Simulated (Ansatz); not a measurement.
Mulliken charges of C4H5N (`CC1=NC=C1`) from B3LYP/def2-TZVPP in Ansatz (PBE0-D4/def2-TZVP geometry).

| atom | x (Å) | y (Å) | z (Å) | charge (e) |
| --- | --- | --- | --- | --- |
| C1 | -1.011 | -0.899 | -0.816 | -0.231 |
| C2 | -0.062 | -0.229 | 0.081 | 0.108 |
| N3 | 0.432 | -0.632 | 1.192 | -0.234 |
| C4 | 1.181 | 0.700 | 1.216 | -0.008 |
| C5 | 0.679 | 1.133 | 0.068 | -0.223 |
| H6 | -1.909 | -0.285 | -0.942 | 0.094 |
| H7 | -1.284 | -1.875 | -0.413 | 0.104 |
| H8 | -0.569 | -1.019 | -1.811 | 0.094 |
| H9 | 1.864 | 1.044 | 1.982 | 0.148 |
| H10 | 0.762 | 2.012 | -0.554 | 0.146 |

Question: By hand: the dipole of these point charges (1 e Å = 4.8032 D).

Answer: Σ q r = (-0.014, 0.203, -0.196) e Å, of length 0.283 e Å = 1.36 D.

Question: How does the dipole of the full density compare? (Estimate.)

Answer: Ansatz gave: (-0.097, 0.277, -0.387) e Å, 2.33 D; the point charges give 0.58 times that, at 13° from its direction.

Point charges leave out the atoms' own dipoles, such as those of lone pairs, and Mulliken's split depends on the basis, so the two needn't agree.

B3LYP here is the variant with VWN-RPA as its local correlation; programs differ in this.
